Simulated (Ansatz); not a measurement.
**Worked example: correlation energy of SiH2, singlet**

Geometry: that of the SiH2, triplet, kept fixed.

```xyz
3

Si    0.0000   -0.0507    0.0000
H     0.0000    0.7069   -1.2784
H     0.0000    0.7069    1.2784
```

Basis cc-pVDZ; Ansatz 0.2.0. Only valence electrons are correlated (noble-gas cores frozen), which leaves 6 electrons in 23 orbitals. R marks a restricted (for open shells ROHF) determinant.

Full CI is exact within this basis and frozen core; it isn't the basis-set limit.

Runs differ by some tens of microhartree through their thresholds, so steps under 0.03 kcal/mol mean nothing.

```tsv
level	total energy (hartree)
RHF	-290.001325
RMP2	-290.089048
RCCSD	-290.117935
RCCSD(T)	-290.120269
RCCSDT	-290.120943
RCCSDT(Q)	-290.121046
RCCSDTQ	-290.121070
full CI	-290.121072
```

Question: What is the correlation energy at full CI, and what share of it do RMP2 and RCCSD recover?

Answer: E(corr) = -290.121072 − (-290.001325) = -0.119747 hartree = -3.258 eV. RMP2: -0.087723 / -0.119747 = 73.26 %. RCCSD: -0.116610 / -0.119747 = 97.38 %.

Question: By how many kcal/mol does RCCSD(T) miss full CI (1 hartree = 627.509 kcal/mol), and which steps make up the rest?

Answer: -290.120269 − (-290.121072) = 0.000803 hartree = 0.50 kcal/mol. Steps: RCCSDT − RCCSD(T) = -0.42, RCCSDT(Q) − RCCSDT = -0.06, RCCSDTQ − RCCSDT(Q) = -0.02, full CI − RCCSDTQ = 0.00 kcal/mol. That is within 1 kcal/mol of the reference in this basis, which itself misses far more of the correlation at the basis-set limit.
